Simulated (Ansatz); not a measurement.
Isomers of Li3H4 (doublet), relaxed with r2SCAN-D4/def2-TZVP; total energies from Ansatz at CCSD(T)/def2-TZVPP.

```
isomer                                                description  energy (Eh)
     A                   point group C2v; 8 × H–Li 1.68 to 1.81 Å    -24.84445
     B  point group Cs; 1 × Li–Li 3.04 Å; 4 × H–Li 1.71 to 1.72 Å    -24.86465
```

Correlated methods freeze no core orbitals; core or outer-core shells of Li are correlated, in sets that lack core-valence functions.

The isomers come from a short search, and lower ones may exist.

Work out the relative energies (1 Eh = 2625.5 kJ/mol) and the Boltzmann populations at 800 K from electronic energies alone (R = 8.314 J/mol/K).

ΔE: A 53.0, B 0.0 kJ/mol. RT = 6.65 kJ/mol. Factors exp(−ΔE/RT): A 0.000346, B 1; sum 1.000. Populations: A 0.0 %, B 100.0 %. Zero-point energy, vibrational entropy and symmetry numbers are left out and can shift these; an error of 4 kJ/mol changes a ratio by a factor of 1.8. Over the other density-functional and correlated levels in def2 sets, the gap between B and A ranges from 6 to 41 kJ/mol.
